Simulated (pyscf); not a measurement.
One four-centre exchange on the singlet surface with elements of a group swapped. ωB97M-D3(BJ)/def2-TZVP, eV, from the separated reactants. Optimised with ωB97X-D3(BJ)/def2-SVP in PySCF.

| step | barrier | reaction energy | imaginary mode (i cm⁻¹) |
|---|---|---|---|
| HF + HO–Si(F)(F)–F → F–Si(F)(F)–F + H₂O | 0.67 | -0.32 | 874 |
| HF + HO–Ge(F)(F)–F → F–Ge(F)(F)–F + H₂O | ___ | ___ | 810 |
| HCl + HO–Si(Cl)(Cl)–Cl -> Cl–Si(Cl)(Cl)–Cl + H₂O | 1.14 | +0.20 | 687 |
| HCl + HO–Sn(Cl)(Cl)–Cl → Cl–Sn(Cl)(Cl)–Cl + H₂O | 0.14 | -0.59 | 645 |

Task: Complete the blanks.

Result: 
- HF + HO–Ge(F)(F)–F → F–Ge(F)(F)–F + H₂O, barrier: 0.34
- HF + HO–Ge(F)(F)–F → F–Ge(F)(F)–F + H₂O, reaction energy: -0.15

Row 2: On the reactant side the descent ends in a complex, 0.19 eV under the separated species and 0.53 eV under the saddle at ωB97X-D3(BJ)/def2-TZVP. On the product side the descent ends in an adduct with a Ge–O contact, 0.45 eV under the separated species and 0.93 eV under the saddle at ωB97X-D3(BJ)/def2-TZVP. Row 4: On the reactant side the descent ends in a complex, 0.23 eV under the separated species and 0.24 eV under the saddle at ωB97X-D3(BJ)/def2-TZVP. On the product side the descent ends in an adduct with a O–Sn contact (not fully relaxed), 0.42 eV under the separated species and 1.12 eV under the saddle at ωB97X-D3(BJ)/def2-TZVP. Each row is the saddle that its search found. Elements up to Kr have no core potential and no relativistic terms here. Elements past Kr carry the def2 core potentials, without spin-orbit coupling.
